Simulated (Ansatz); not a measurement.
**How far a parabola holds: energy against volume of rock-salt HfN**

Rock-salt HfN, treated with PBE (plane waves, PAW; Ansatz, a quantum-chemistry and plane-wave program). Run with plane-wave cutoff 520 eV, 22×22×22 k mesh, Fermi–Dirac smearing 0.05 eV, scalar-relativistic PAW data made under PBE. The cell has no free parameter but its volume, all volumes share cutoff and mesh, and the runs aren't spin-polarised. Energies are free energies at the run's smearing, counted from the lowest row; static lattice.

| V (Å³/atom) | E (meV/atom) |
|---|---|
| 11.284 | 16.63 |
| 11.519 | 4.02 |
| 11.755 | 0.00 |
| 11.990 | 3.72 |
| 12.225 | 14.39 |
| 12.460 | ? |

The 5 complete rows are fitted with a parabola, E against V. With u = V - 11.75, the rows have u = -0.46600, -0.23100, 0.00500, 0.24000, 0.47500. Least squares gives E = 0.000 - 2.662·u + 70.102·u². Residuals (row less fit): 0.166, -0.336, 0.012, 0.321, -0.162; standard error 0.367 (degrees of freedom: 2). The fitted curve has its minimum at V = 11.8, where E = -0.03. Its curvature is d²E/dV² = 2 × 70.102 meV/Å⁶, so B = V0·d²E/dV² × 0.1602 = 264 GPa.

Task: Estimate the missing E (V = 12.460); what did the run itself give?

Result: u = 0.71000, so E = 0.000 - 2.662 × 0.71000 + 70.102 × 0.71000² = 33.448 meV/atom. The calculation gives 31.32 meV/atom, 2.128 meV/atom below the prediction (6.8 % of the range of E in the table). The row lies outside the fitted rows, so this is an extrapolation. From the scatter of the fitted rows alone, a prediction at this place has a standard error of 0.869 meV/atom, so the miss is 2.4 times that.

The residuals are curvature that a parabola lacks, not noise. A solid that stiffens under compression and softens on expansion lies above the parabola at the compressed end and under it at the expanded end, as this row does. A third-order Birch-Murnaghan fit to the whole scan has B0 = 263 GPa. Only scans are tabulated whose curvature falls smoothly with volume, and where the parabola meets the shown rows within 5 % of their range and misses the end by 0.1 meV or more.

Measured, for comparison: bulk modulus 260 GPa (room temperature, no zero-point or thermal correction, sources range from 260 to 306; as tabulated in Synthesis of Binary Transition Metal Nitrides, Carbides and Borides from the …). Computed less measured: bulk modulus +1.2 % (inside the range of the sources held). A static lattice is as a rule a little smaller and stiffer than an uncorrected measurement, which can account for part of this in the bulk modulus.

Spin–orbit coupling is not included.
